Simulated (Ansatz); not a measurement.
System: phosphanylboronic acid, H4BPO2, charge 0, multiplicity 1. SMILES: OB(O)P
Geometry: optimised at B3LYP-D3(BJ)/def2-TZVP (Ansatz, a program for electronic structure).

B3LYP/STO-3G beside other levels, property by property. Set-up: valence correlation only; open shells spin-unrestricted; non-relativistic; each state is the SCF solution reached for its charge and spin; no spin-orbit coupling; atomisation electronic, to ground-state atoms; no dispersion term unless named; 6-31G* and kin with 6d, 5d where marked. CBS(X,Y): correlation extrapolated as X^-3; Hartree-Fock from the larger set. [CCSD(T)-MP2]/basis is that difference in the basis named. First-principles rows: single points at B3LYP-D3(BJ) geometries (Ansatz), with unscaled harmonic terms from B3LYP/6-31G* (Ansatz) at its own minima, enthalpies of formation by atomisation with measured atoms. Anions need diffuse functions, which STO-3G, LANL2DZ, def2-SVP, cc-pVDZ and Pople sets without + lack.

Coupled cluster (Ansatz) is a level with limits of its own, used here on species with T1 under 0.025 (0.045 for open shells) and stable references: (a) RI-MP2/CBS(aug-cc-pV(T+d)Z,aug-cc-pV(Q+d)Z)+[CCSD(T)-MP2]/aug-cc-pV(T+d)Z; (b) CCSD(T)/CBS(aug-cc-pV(T+d)Z,aug-cc-pV(Q+d)Z).

| property | B3LYP/STO-3G (Ansatz) | HF/6-31G* (Ansatz) | B3LYP/6-31G* (Ansatz) | PBE0/def2-TZVPD (Ansatz) | to compare with |
|---|---|---|---|---|---|
| deprotonation enthalpy (H-O bond) at 298 K, to [O-]B(O)P + H+ (kcal/mol) | 450.6 | 360.0 | 355.3 | 349.3 | 348.3 coupled cluster (b) |
| vertical ionisation energy to the doublet (eV) | 6.94 | 8.81 | 9.57 | 9.69 | 9.92 coupled cluster (a) |
| H-P bond dissociation enthalpy at 298 K, to OB(O)[PH] + H atom (kcal/mol) | 110.3 | 61.1 | 81.9 | 80.7 | 84.4 coupled cluster (b) |
| atomisation energy (kcal/mol) | 807.5 | 491.5 | 699.5 | 709.0 | 715.5 coupled cluster (b) |
| deprotonation enthalpy (H-P bond) at 298 K, to OB(O)[PH-] + H+ (kcal/mol) | 480.4 | 365.5 | 364.7 | 355.3 | 353.8 coupled cluster (b) |
| B-P bond dissociation enthalpy at 298 K, to O[B]O + [PH2] (PH2) (kcal/mol) | 111.2 | 63.6 | 83.2 | 83.9 | 88.2 coupled cluster (a) |
| enthalpy of formation at 298 K (kcal/mol) | -242.7 | 73.4 | -134.6 | -144.2 | -150.6 coupled cluster (b) |

As the rows show:
- deprotonation enthalpy (H-O bond) at 298 K, to [O-]B(O)P + H+: B3LYP/STO-3G lies 102.3 kcal/mol above coupled cluster.
- vertical ionisation energy to the doublet: B3LYP/STO-3G lies 2.98 eV below coupled cluster.
- H-P bond dissociation enthalpy at 298 K, to OB(O)[PH] + H atom: B3LYP/STO-3G lies 25.9 kcal/mol above coupled cluster.
- atomisation energy: B3LYP/STO-3G lies 92.0 kcal/mol above coupled cluster.
- deprotonation enthalpy (H-P bond) at 298 K, to OB(O)[PH-] + H+: B3LYP/STO-3G lies 126.6 kcal/mol above coupled cluster.
- B-P bond dissociation enthalpy at 298 K, to O[B]O + [PH2] (PH2): B3LYP/STO-3G lies 23.0 kcal/mol above coupled cluster.
- enthalpy of formation at 298 K: B3LYP/STO-3G lies 92.1 kcal/mol below coupled cluster.

The properties are those with a value to compare with, at most eight drawn at random. No case is left out for the size of its miss. Left out are saddle points of the reference geometry, anions that the best level run finds unbound, excited spin states, species near biochemistry, 298 K rows of species without real B3LYP wavenumbers, cases with under five habitual levels, runs that failed or that the program found above a lower state of the same kind, table entries that another table contradicts, and a share of species set aside by lot.
